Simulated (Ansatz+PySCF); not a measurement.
Values are calculated unless marked as measured or tabulated.
# Several solutions for singlet NH₃

```yaml
atoms:
  - { symbol: N, position_ang: [0.0000, 0.0000, 0.1216] }
  - { symbol: H, position_ang: [2.0121, 0.0000, -0.7498] }
  - { symbol: H, position_ang: [-0.4679, 0.8105, -0.2837] }
  - { symbol: H, position_ang: [-0.4679, -0.8105, -0.2837] }
```

Basis set: 6-31G (spherical functions). Charge 0, multiplicity 1.

PBE0 (unrestricted) was run from several starts with Ansatz (development build ahead of 0.2.0) and PySCF 2.14.0.

| run | program | start | converged | energy (hartree) | <S²> |
| --- | --- | --- | --- | --- | --- |
| A | Ansatz | search for the lowest state | yes | -56.29421 | 0.79 |
| B | PySCF | program defaults | yes | -56.26811 | 0.00 |
| C | Ansatz | stability test followed | yes | -56.29421 | 0.79 |
| D | Ansatz | atomic start, no search | yes | -56.26811 | 0.00 |

(1) Which runs reached the lowest solution of this kind, and what is wrong with the others?

Answers

(1) A, C reached the lowest solution found. Converged but too high: B by 0.71 eV, D by 0.71 eV. Convergence only shows a stationary point, and even a stable one can lie too high; stability tests and further starts are what find lower ones. Caution: charge can spread falsely over distant fragments. Caution: the unrestricted determinant is spin contaminated.
